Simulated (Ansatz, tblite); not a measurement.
# The cluster As₄+: rung by rung

The task here is to estimate one member of a computed series from the others.

Computed with Ansatz 0.2.0, Gaussian basis. Level: as each input shows.

Levels to be run: GFN1-xTB, GFN2-xTB, PBE-D4/def2-TZVP, r2SCAN-D4/def2-TZVP, BLYP-D4/def2-TZVP, B2PLYP/def2-TZVP, PBE+10HF/def2-SVP, PBE+15HF/def2-SVP, PBE+40HF/def2-SVP, PBE-D4/def2-SVP, PBE0-D4/def2-SVP, CCSD(T)/def2-SVP, MP2/def2-TZVP, RPA/def2-TZVP.

2 further runs of the same task are left out: 2 set aside as unsound or not needed. Runs told in other sessions of the task aren't counted.

## The relaxed structure

The doublet was relaxed beforehand with PBE-D4/def2-SVP. At that level it is the lowest of the isomers that a small search found.

4 atoms, charge 1, spin multiplicity 2.

Bond lengths: As1–As2 2.427 Å, As1–As4 2.427 Å, As2–As3 2.427 Å, As3–As4 2.427 Å. Angles: As2–As1–As4 66.7°, As1–As2–As3 66.7°, As2–As3–As4 66.7°, As1–As4–As3 66.7°.

The ion is computed in the gas phase, without counter-ions or solvent.

PBE0-D4/def2-TZVP was run before; its log isn't repeated, and its numbers join the tables.

The first run:

Tight binding, by tblite at 300 K electronic temperature and without a spin-polarisation term:

```python
tblite.interface.Calculator('GFN1-xTB', numbers, positions, charge=1, uhf=1).singlepoint()
```

Tight binding, by tblite at 300 K electronic temperature and without a spin-polarisation term:

```python
tblite.interface.Calculator('GFN2-xTB', numbers, positions, charge=1, uhf=1).singlepoint()
```

start.molden holds the orbitals of an earlier run on this state, given as this run's starting guess.

in.yaml

```yaml
crystal:
  periodic: [false, false, false]
  atoms:
    - {symbol: As, position_ang: [-0.857474, -0.112683, -1.270813]}
    - {symbol: As, position_ang: [0.928671, -1.223468, -0.059834]}
    - {symbol: As, position_ang: [0.953142, 1.190310, 0.193827]}
    - {symbol: As, position_ang: [-1.024349, 0.145842, 1.136811]}
basis:
  gaussian: {orbitals: def2-TZVP, initial_orbitals: start.molden}
total_charge: 1
magnetization: {spin_polarized: true, initial_magnetization: 1}
hamiltonian: {xc: pbe, dispersion: d4}
scf: {omitted_lower_state_checks: [starts]}
output: {orbitals: {seedname: orbitals}}
```

Launch:

```bash
$ ansatz run in.yaml --threads 4 --pin off --events-out ev --progress --plain --max-ram 4787MiB
```

Steps of the session up to this table: PBE-D4/def2-TZVP; r2SCAN-D4/def2-TZVP; BLYP-D4/def2-TZVP; B2PLYP/def2-TZVP; PBE+10HF/def2-SVP; PBE+15HF/def2-SVP; PBE+40HF/def2-SVP; PBE-D4/def2-SVP; PBE0-D4/def2-SVP; CCSD(T)/def2-SVP; MP2/def2-TZVP; RPA/def2-TZVP.

One of the session's tables, all rows but one given; the rest of the session is left out.

It belongs to the step «Levels side by side». 

```
              level  HOMO (eV)  LUMO (eV)  gap (eV)
    PBE-D4/def2-SVP     -11.15     -10.57      0.57
   PBE-D4/def2-TZVP          ?          ?         ?
  BLYP-D4/def2-TZVP     -10.82     -10.33      0.49
r2SCAN-D4/def2-TZVP     -11.47     -10.45      1.03
   PBE0-D4/def2-SVP     -12.13      -9.89      2.24
  PBE0-D4/def2-TZVP     -12.04      -9.77      2.28
  PBE+10HF/def2-SVP     -11.54     -10.30      1.24
  PBE+15HF/def2-SVP     -11.74     -10.17      1.57
  PBE+40HF/def2-SVP     -12.73      -9.48      3.25
```

**Question.** Estimate the row for PBE-D4/def2-TZVP.

**Answer.** HOMO (eV): -11.08; LUMO (eV): -10.48; gap (eV): 0.60. In the column «HOMO (eV)» it lies between PBE-D4/def2-SVP (-11.15) and BLYP-D4/def2-TZVP (-10.82).
